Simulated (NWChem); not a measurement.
# C2H5N (SMILES [H]/N=C\C) at r2SCAN/aug-cc-pVDZ

What is the vertical ionisation energy of C2H5N at r2SCAN/aug-cc-pVDZ? 

Program for the calculation: NWChem 7.3.0.

### Step 1. The structure to begin with

C2H5N has 8 atoms, charge 0, and is taken as a singlet. SMILES: `[H]/N=C\C`. The coordinates come from a PBE0-D4/def2-TZVP relaxation.

Bond lengths: C1–C2 1.493 Å, C2–N3 1.263 Å, C1–H4 1.094 Å, C1–H5 1.092 Å, C1–H6 1.094 Å, C2–H7 1.095 Å, N3–H8 1.023 Å. Angles: C1–C2–N3 127.9°, C1–C2–H7 115.5°, N3–C2–H7 116.6°, C2–C1–H4 110.3°, C2–C1–H5 111.6°, C2–C1–H6 110.3°, C2–N3–H8 110.6°, H4–C1–H5 109.0°, H4–C1–H6 106.6°, H5–C1–H6 108.9°.

### Step 2. The energy at r2SCAN/aug-cc-pVDZ

File mol.nw:

```
start mol
title "C2H5N r2SCAN"
memory 2200 mb
geometry units angstroms noautosym nocenter noautoz
C     -0.471200     0.591900    -0.316000
C      0.663100    -0.171000     0.284300
N      0.697800    -1.395000     0.593600
H     -0.168400     1.032800    -1.270700
H     -1.342300    -0.045400    -0.480200
H     -0.756700     1.422800     0.336400
H      1.571900     0.409700     0.476500
H     -0.194200    -1.845700     0.376100
end
basis spherical bse
* library aug-cc-pVDZ
end
dft
xc r2scan
grid medium
convergence energy 1e-08
maxiter 100
mulliken
print low
end
task dft energy
```

Launch:

```
$ nwchem mol.nw > mol.out
```

What it wrote (excerpt; [...] marks lines left out):

```text
[...]
 d= 0,ls=0.0,diis     1   -133.8337846050 -2.05D+02  1.33D-02  4.22D-01     2.3
[...]
 d= 0,ls=0.0,diis    11   -133.8850286633 -2.09D-10  8.10D-08  6.81D-11    21.1
         Total DFT energy =     -133.885028663310
      One electron energy =     -320.137846381458
           Coulomb energy =      134.604415221963
    Exchange-Corr. energy =      -19.511286647423
 Nuclear repulsion energy =       71.159689143608
[...]
      Total Density - Mulliken Population Analysis
     ---------------------------------------------
    Atom       Charge   Shell Charges
 -----------   ------   -------------------------------------------------------
    1 C    6     5.46   2.02  0.66  0.22  0.14  2.13  0.36 -0.01  0.04 -0.11
    2 C    6     5.52   2.02  0.68  0.41 -0.07  2.02  0.46 -0.08  0.11 -0.04
    3 N    7     7.30   2.01  0.79  0.92  0.04  2.32  1.12  0.05  0.03  0.01
    4 H    1     1.06   0.76  0.30  0.00  0.03 -0.04
    5 H    1     1.23   0.77  0.43  0.03  0.03 -0.02
    6 H    1     1.06   0.76  0.30  0.00  0.03 -0.04
    7 H    1     1.34   0.78  0.54  0.02  0.03 -0.02
    8 H    1     1.03   0.77  0.21 -0.01  0.05  0.00
[...]
```

Wall time 22 s (1 thread of Intel Xeon 6975P-C (Granite Rapids), shared host); peak memory 0.11 GiB.

### Step 3. The doublet cation

File mol.nw:

```
start mol
memory 2200 mb
charge 1
geometry units bohr noautosym nocenter noautoz
C     -0.89043895     1.11852889    -0.59715346
C      1.25307739    -0.32314317     0.53724914
N      1.31865089    -2.63616794     1.12174143
H     -0.31822988     1.95170914    -2.40127499
H     -2.53657938    -0.08579357    -0.90744649
H     -1.42995576     2.68870233     0.63570387
H      2.97046050     0.77422079     0.90045450
H     -0.36698481    -3.48786751     0.71072600
end
basis spherical bse
* library aug-cc-pVDZ
end
dft
xc r2scan
mult 2
grid medium
convergence energy 1e-08
maxiter 100
mulliken
noprint "final vectors analysis"
end
task dft energy
```

Launch:

```
$ nwchem mol.nw > mol.out
```

What it wrote (excerpt; [...] marks lines left out):

```text
[...]
          Wavefunction type:  spin polarized.
          No. of atoms     :     8
          No. of electrons :    23
[...]
          Charge           :     1
          Spin multiplicity:     2
[...]
          AO basis - number of functions:   114
[...]
              XC Information
              --------------
                      r^2SCAN Method XC Functional
               r^2SCAN metaGGA Exchange Functional  1.000
                     r^2SCAN Correlation Potential  1.000
[...]
 d= 0,ls=0.0,diis     1   -133.4397318831 -2.05D+02  5.24D-03  1.72D-01     3.0
[...]
 d= 0,ls=0.0,diis    14   -133.5202512116 -2.72D-09  1.49D-07  2.69D-10    36.5
[...]
         Total DFT energy =     -133.520251211562
      One electron energy =     -313.257091175734
           Coulomb energy =      127.759302045574
    Exchange-Corr. energy =      -19.182146129586
 Nuclear repulsion energy =       71.159684048185
[...]
      Total Density - Mulliken Population Analysis
     ---------------------------------------------
    Atom       Charge   Shell Charges
 -----------   ------   -------------------------------------------------------
    1 C    6     5.49   2.02  0.67  0.27  0.14  2.12  0.36 -0.02  0.04 -0.10
    2 C    6     5.38   2.02  0.70  0.44 -0.06  1.99  0.31 -0.04  0.10 -0.07
    3 N    7     7.06   2.01  0.79  0.91 -0.04  2.30  1.03 -0.01  0.03  0.03
    4 H    1     0.95   0.73  0.22  0.00  0.03 -0.04
    5 H    1     1.15   0.75  0.37  0.02  0.03 -0.03
    6 H    1     0.95   0.73  0.22  0.00  0.03 -0.04
    7 H    1     1.18   0.74  0.43  0.01  0.03 -0.03
    8 H    1     0.85   0.70  0.12 -0.01  0.06 -0.01
[...]
      <S2> =      0.7624 (Exact =     0.7500)
[...]
```

Wall time 37 s (1 thread of Intel Xeon 6975P-C (Granite Rapids), shared host); peak memory 0.11 GiB.

### Step 4. Outcome

At r2SCAN/aug-cc-pVDZ:

```
                                          quantity          value
                       singlet C2H5N: total energy  -133.88503 Eh
                      doublet cation: total energy  -133.52025 Eh
                              doublet cation: ⟨S²⟩          0.762
vertical ionisation energy (to the doublet cation)       9.926 eV
```

Removing an electron at fixed nuclei costs 9.93 eV (229 kcal/mol). Mulliken charges (singlet C2H5N) run from -0.34 on H7 to +0.54 on C1; in a basis this large or diffuse they mean little. Mulliken charges (doublet cation) run from -0.18 on H7 to +0.62 on C2; in a basis this large or diffuse they mean little.
